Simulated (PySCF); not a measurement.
C2H5O, SMILES CC[O] (connectivity only; charge and spin as stated), charge -1, multiplicity 1.

Geometry: ωB97X-D3(BJ)/def2-SVPD. The multiplicity is an assumed one; other spin states were not compared. The isomer is the one that the SMILES or the coordinates give; other isomers of the formula were not compared.

The numbers are results of PySCF with ωB97X/def2-TZVPD, not measurements.

Isolated molecule, no solvent.

```yaml
total_energy: -154.44485 hartree
point_group: Cs
highest_occupied_level: -1.95 eV
lowest_empty_level: 5.89 eV
orbital_gap: 7.84 eV
dipole_moment_about_the_centre_of_nuclear_charge: 0.885 e·Å
mean_static_polarisability: 52.7 bohr³ (7.81 Å³)
polarisability_principal_values: 46.5, 52.5, 59.1 bohr³
```
